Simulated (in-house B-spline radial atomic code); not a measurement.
Values are calculated unless marked as measured or tabulated.
# Stopping and range of 10 keV B in Si

The pair potential comes from two frozen, spherical free-atom densities (PBE, B-spline radial code, scalar-relativistic past argon): electrostatics plus the change in Thomas-Fermi kinetic and Dirac exchange energy where they overlap, the recipe behind the universal ZBL potential, which averages such potentials (from solid-state densities) over many pairs. It is written V = (Z1 Z2 e²/r) φ(r/a), with e² = 14.3996 eV·Å and a = 0.46850 Å/(Z1^0.23 + Z2^0.23); ZBL's fit is φ = 0.18175 e^(−3.1998x) + 0.50986 e^(−0.94229x) + 0.28022 e^(−0.4029x) + 0.02817 e^(−0.20162x). Where φ falls below 4e-4 it is continued as an exponential.

The target is taken as amorphous, with density 2.329 g/cm³ (NSM archive of the Ioffe Institute); channelling is ignored. Masses: B 10.81, Si 28.09 u. Nuclear stopping is S_n = 4π a Z1 Z2 e² M1/(M1 + M2) × s_n(ε), with s_n integrated over impact parameters for each pair. Electronic stopping is Lindhard and Scharff's S_e = Z1^(1/6) 8π e² a0 Z1 Z2/(Z1^(2/3) + Z2^(2/3))^(3/2) × v/v0, with a0 = 0.529177 Å and v = v0 at 24.801 keV/u; it misses the oscillations with Z1 seen in experiment, which reach tens of per cent. Compounds add by atom fraction.

| target atom | a (Å) | ε at this energy | s_n, this pair | s_n, ZBL potential |
| --- | --- | --- | --- | --- |
| Si | 0.14271 | 1.022 | 0.3413 | 0.3104 |

What are the atom density and the stopping powers at entry?

N = 2.329 × 0.602214/28.09 = 0.04993 atoms/Å³. For Si: S_n = 502.3 × 0.3413 = 171.5 eV·Å², S_e = 1.3119 × √10000 = 131.2 eV·Å². Averaged over the target's atoms and times N × 10 Å/nm, the ion loses N S_n = 85.6 eV/nm to recoils and N S_e = 65.5 eV/nm to electrons; the nuclear share is 57 %.

Along the track:

```json
{"E (keV)": "0.5", "N S_n (eV/nm)": "78.4", "N S_e (eV/nm)": "14.6"}
{"E (keV)": "1.5", "N S_n (eV/nm)": "93.9", "N S_e (eV/nm)": "25.4"}
{"E (keV)": "3", "N S_n (eV/nm)": "97.3", "N S_e (eV/nm)": "35.9"}
{"E (keV)": "5", "N S_n (eV/nm)": "95.2", "N S_e (eV/nm)": "46.3"}
{"E (keV)": "7.5", "N S_n (eV/nm)": "90.5", "N S_e (eV/nm)": "56.7"}
{"E (keV)": "10", "N S_n (eV/nm)": "85.6", "N S_e (eV/nm)": "65.5"}
```

Estimate the path length and the projected range.

With continuous slowing down the path is the integral of dE/(N (S_n + S_e)). Trapezoids over the table give 70.1 nm, and the stretch below the first row, with stopping taken as √E, adds 2E/(N S) = 11 nm: 80.9 nm in all, against 77.6 nm on a fine grid from 5 eV. Deflections shorten the depth: to first order in the energy passed on, N (S_n + S_e) dR_p/dE = 1 − N S_n (M2/M1) R_p/(2E), summed over the target's atoms, and integrating this on the fine grid gives R_p = 38.2 nm, 0.49 of the path. Lindhard's rule of thumb R/(1 + M2/3M1), with mean M2/M1 = 2.60, gives 41.6 nm; it is meant for M2/M1 below about 2. On the ZBL potential the same equation gives 41.4 nm, and the full integral equation, which keeps hard collisions, 44.4 nm.
